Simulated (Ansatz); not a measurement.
Relaxation of BFH$_{5}$N (8 atoms, charge 0, multiplicity 1), to a largest force component of 0.03 eV/Å in at most 50 steps.

The calculation used RKS B3LYP-D4/6-31G* in Ansatz.

```xyz
8
Properties=species:S:1:pos:R:3
B 0.071 -0.098 -0.120
H 0.058 -0.514 1.001
N 1.270 -0.165 -0.819
H 2.143 -0.457 -0.403
H 1.367 0.138 -1.779
H -0.926 0.242 -0.672
F 0.094 2.037 1.233
H -0.048 1.221 1.659
```

Task: Where does it end, and by what steps?

Result: The forces met the threshold. After 7 steps the energy has fallen by 0.036 eV; F7 moved furthest, 0.26 Å.

```json
{"step": "0", "energy less start (eV)": "0.0000", "largest force component (eV/Å)": "0.523", "accepted": "yes"}
{"step": "1", "energy less start (eV)": "-0.0209", "largest force component (eV/Å)": "0.905", "accepted": "yes"}
{"step": "2", "energy less start (eV)": "-0.0194", "largest force component (eV/Å)": "1.055", "accepted": "no"}
{"step": "3", "energy less start (eV)": "-0.0301", "largest force component (eV/Å)": "0.516", "accepted": "yes"}
{"step": "4", "energy less start (eV)": "-0.0347", "largest force component (eV/Å)": "0.159", "accepted": "yes"}
{"step": "5", "energy less start (eV)": "-0.0350", "largest force component (eV/Å)": "0.066", "accepted": "yes"}
{"step": "6", "energy less start (eV)": "-0.0348", "largest force component (eV/Å)": "0.289", "accepted": "no"}
{"step": "7", "energy less start (eV)": "-0.0357", "largest force component (eV/Å)": "0.020", "accepted": "yes"}
```

```xyz
8
Properties=species:S:1:pos:R:3
B 0.061 -0.135 -0.172
H 0.043 -0.453 0.991
N 1.275 -0.188 -0.841
H 2.150 -0.430 -0.397
H 1.376 0.059 -1.816
H -0.938 0.168 -0.747
F 0.060 2.152 1.460
H 0.001 1.229 1.622
```

Run time: 11 s on 1 thread of Arm Neoverse V2, with other jobs on the host, peak memory 0.12 GiB.
